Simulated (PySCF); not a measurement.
Method: core-valence-separated Tamm–Dancoff BHandHLYP/aug-pcX-1 (pcseg-1 on H) in PySCF, non-relativistic, gas phase, PBE0-D3(BJ)/def2-SVP geometry. BHandHLYP without relativity tends to put these K edges a few eV too low, so spacings mean more than positions.

Main lines of an unknown, eV (oscillator strength): C K: 282.6 (0.058), 282.6 (0.064), 285.5 (0.010), 285.6 (0.009), 285.9 (0.022); F K: 685.4 (0.024), 686.5 (0.008), 687.2 (0.006), 687.3 (0.003), 687.5 (0.002). Listed: the first five lines at most of each edge with a tenth or more of its strongest line's intensity; roots within 0.03 eV on the same or equivalent atoms are summed. Only the lowest roots were sought, and the top ones are left out.

Problem. Which candidate gives them?
A. `C/C=C(/F)CC`
B. `CC[C@@H]1C[C@H]1F`
C. `C=C[C@H](C)CF`

Solution. C. 

- `C=C[C@H](C)CF`: C K: 282.6 (0.058), 282.6 (0.064), 285.5 (0.010), 285.6 (0.009), 285.9 (0.022); F K: 685.4 (0.024), 686.5 (0.008), 687.2 (0.006), 687.3 (0.003), 687.5 (0.002). First C line listed at 282.6 eV, hole on the alkene CH carbon (1s→π*); first F line listed at 685.4 eV, hole on the alkyl fluorine.
- `C/C=C(/F)CC`: C K: 283.2 (0.058), 284.9 (0.070), 285.4 (0.007), 285.8 (0.012), 285.8 (0.016); F K: 686.2 (0.009), 686.3 (0.018), 687.1 (0.016), 687.8 (0.005). First C line listed at 283.2 eV, hole on the alkene CH carbon (1s→π*); first F line listed at 686.2 eV, hole on the vinyl fluorine.
- `CC[C@@H]1C[C@H]1F`: C K: 285.3 (0.008), 285.7 (0.017), 285.9 (0.012), 286.0 (0.025), 286.0 (0.010); F K: 685.8 (0.028), 686.7 (0.009), 688.2 (0.004). First C line listed at 285.3 eV, hole on the methyl carbon; first F line listed at 685.8 eV, hole on the alkyl fluorine.

One conformer each; other structures than these candidates weren't tested.

Shape of the structure used: `[CH2:1]=[CH:2][C@H:3]([CH3:4])[CH2:5][F:6]`: C1–C2–C3–C4 -113°, C2–C3–C5–F6 64°.
